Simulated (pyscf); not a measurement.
Four-centre exchange: HO–AlH₂ (SMILES [OH][AlH2]) + HCl (SMILES Cl) → HO–AlH–Cl (SMILES [OH][AlH][Cl]) + H₂ (SMILES [H][H])

Gas phase, singlet surface, charge 0. Bonds broken: Al2–H4, Cl6–H7. Bonds formed: Al2–Cl6, H4–H7. Optimised with ωB97X-D3(BJ)/def2-SVP in PySCF.

Transition state (Å):

```xyz
7

O      0.5526     1.0859     0.0712
Al    -0.1149    -0.3081    -0.6342
H      0.1984     1.6958     0.7188
H     -1.7783    -0.4162    -0.6592
H      0.6707    -1.0760    -1.7528
Cl    -0.6772    -1.9664     1.1239
H     -1.5850    -1.2746     0.2843
```

One imaginary mode, 652i cm⁻¹; descent along it reached the two sides named, in the forms told below.

```
bond     change  reactant side (Å)  saddle  product side
-------  ------  -----------------  ------  ------------
Al2–H4   breaks              1.595   1.667         2.372
Cl6–H7   breaks              1.288   1.417           2.9
Al2–Cl6   forms                2.7   2.481         2.111
H4–H7     forms                2.7   1.290         0.763
```

Electronic energies relative to the separated reactants (kcal/mol):

```csv
level,barrier,reaction energy,reverse barrier
ωB97X-D3(BJ)/def2-TZVP,-2.5,-38.3,35.7
PBE/def2-TZVP,-5.3,-35.5,30.2
r²SCAN/def2-TZVP,-5.7,-38.3,32.7
B3LYP-D3(BJ)/def2-TZVP,-1.8,-36.5,34.7
PBE0-D3(BJ)/def2-TZVP,-4.4,-36.2,31.9
M06-2X/def2-TZVP,-1.7,-39.4,37.7
ωB97M-D3(BJ)/def2-TZVP,-0.3,-36.0,35.7
HF/def2-TZVP,12.0,-34.8,46.9
```

With ωB97M-D3(BJ)/def2-TZVP energies and thermal terms (ideal gas, 1 atm, RRHO with modes under 100 cm⁻¹ raised to 100, one conformer, R ln 2 for chiral ones without a mode under 150 cm⁻¹), in kcal/mol:

```json
[
 {"T (K)": "298", "ΔH‡": "-0.7", "ΔG‡": "9.0", "ΔH": "-36.5", "ΔG": "-35.1"},
 {"T (K)": "600", "ΔH‡": "-0.9", "ΔG‡": "18.9", "ΔH": "-35.9", "ΔG": "-33.9"},
 {"T (K)": "900", "ΔH‡": "-0.6", "ΔG‡": "28.7", "ΔH": "-35.5", "ΔG": "-32.9"},
 {"T (K)": "1200", "ΔH‡": "-0.2", "ΔG‡": "38.5", "ΔH": "-35.3", "ΔG": "-32.1"}
]
```

On the reactant side the descent ends in an adduct with a Al–Cl contact, 7.3 kcal/mol under the separated species and 4.8 kcal/mol under the saddle at ωB97X-D3(BJ)/def2-TZVP. At ωB97X-D3(BJ)/def2-TZVP, PBE, r²SCAN, B3LYP-D3(BJ), PBE0-D3(BJ), M06-2X, ωB97M-D3(BJ) the saddle lies under the separated reactants, which points to a path from their complex (located at ωB97X-D3(BJ) alone). What is counted as formed (Al–Cl) is already present as a longer contact in the reactant adduct; forming that adduct is a step of its own. This is the saddle that the search found; another between the same sides may lie lower.
